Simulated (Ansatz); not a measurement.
Results of PBEsol (PAW; Ansatz, an electronic-structure program) for rock-salt HfC.

Settings: plane-wave cutoff 560 eV, 16×16×16 k mesh, Fermi–Dirac smearing 0.1 eV, perturbation theory, scalar-relativistic PAW data made under PBE.

The cell has the measured lattice: a = 4.640 Å, b = 4.640 Å, c = 4.640 Å, α = 90.00°, β = 90.00°, γ = 90.00°.

Estimate the TO(Γ) frequency that the calculation returns.


* **TO(Γ) frequency**: 434 cm⁻¹

Note: the cell isn't this level's own, so it is under some stress, which shifts stiffness and frequencies.

Spin–orbit coupling is not included.

The result took about 30 core-minutes (a rough figure).
